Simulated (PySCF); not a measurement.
Process, species as SMILES: ClCl (Cl2) + [H][H] (H2) → 2 Cl (HCl)
B3LYP-D3(BJ)/def2-TZVP geometries, fixed; electronic energies without zero-point terms.
Largest species:
```xyz
2

Cl     0.0000     0.0000    -1.0068
Cl     0.0000     0.0000     1.0068
```

Effect of the grid level at r2SCAN/def2-TZVP with PySCF, against the last row, where the energy of full hydrogenation is -44.27 kcal/mol.

```json
[
 {"setting": "grids.level: 0", "grid points, largest species": "3248", "largest shift of a total energy (mEh)": "-56.329", "shift of the energy of full hydrogenation (kcal/mol)": "-1.800"},
 {"setting": "grids.level: 1", "grid points, largest species": "12632", "largest shift of a total energy (mEh)": "1.748", "shift of the energy of full hydrogenation (kcal/mol)": "0.112"},
 {"setting": "grids.level: 2", "grid points, largest species": "23496", "largest shift of a total energy (mEh)": "-0.245", "shift of the energy of full hydrogenation (kcal/mol)": "-0.059"},
 {"setting": "grids.level: 3", "grid points, largest species": "37760", "largest shift of a total energy (mEh)": "-0.087", "shift of the energy of full hydrogenation (kcal/mol)": "-0.011"},
 {"setting": "grids.level: 4", "grid points, largest species": "57384", "largest shift of a total energy (mEh)": "0.019", "shift of the energy of full hydrogenation (kcal/mol)": "0.014"},
 {"setting": "grids.level: 5", "grid points, largest species": "86096", "largest shift of a total energy (mEh)": "0.013", "shift of the energy of full hydrogenation (kcal/mol)": "0.002"},
 {"setting": "grids.level: 7", "grid points, largest species": "170696", "largest shift of a total energy (mEh)": "0.000", "shift of the energy of full hydrogenation (kcal/mol)": "0.000"}
]
```

Within 0.3 kcal/mol in the energy of full hydrogenation: grids.level: 1; grids.level: 2; grids.level: 3; grids.level: 4; grids.level: 5. The largest shift is 56.329 mEh in a total energy and 1.800 kcal/mol in the difference.
